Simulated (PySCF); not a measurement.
Compound: C₃FNS.
Cartesian coordinates in Å at the PBE0-D3(BJ)/def2-SVP level; atoms count from 1:
```
atom  x, y, z in Å
N1    -2.2192   -0.9289    0.1099
C2    -1.2421   -0.3088    0.0124
C3    -0.0454    0.4446   -0.1009
F4    -0.1529    1.7462   -0.3751
C5     1.1471   -0.1296    0.0655
S6     2.5140   -0.8229    0.2639
```

The closed-shell ground state was solved at several levels (PySCF, density fitting, gas phase, non-relativistic).

```
            level  basis functions  total energy (Eh)  HOMO (eV)  LUMO (eV)  gap (eV)  dipole (D)
 wB97X-D/pcSseg-2              223          -667.0306      -9.10      -2.16      6.94        3.56
wB97X-D/def2-SVPD              130          -666.5919      -9.18      -2.26      6.92        3.57
```

**Question.** What might PBE0/pcSseg-1 (109 basis functions) give for the same quantities?

**Answer.** Total energy -666.5285 Eh, HOMO -7.40 eV, LUMO -3.99 eV, gap 3.41 eV, dipole 3.50 D.

**Question.** Over all these levels, which gives the widest orbital gap and which the narrowest?

**Answer.** wB97X-D/pcSseg-2 (range-separated hybrid) has the widest, 6.94 eV, and PBE0/pcSseg-1 (global hybrid, 25 % exact exchange) the narrowest, 3.41 eV. Functional and basis both differ between the two, so the spread mixes both effects.

**Question.** How far do the dipole and the HOMO energy spread over the levels?

**Answer.** The dipole runs from 3.50 to 3.57 D (mean 3.54 D) and the HOMO from -9.18 to -7.40 eV.

The pairwise dispersion term of wB97X-D wasn't added to the energies; at a given geometry it leaves orbitals and properties as they are.
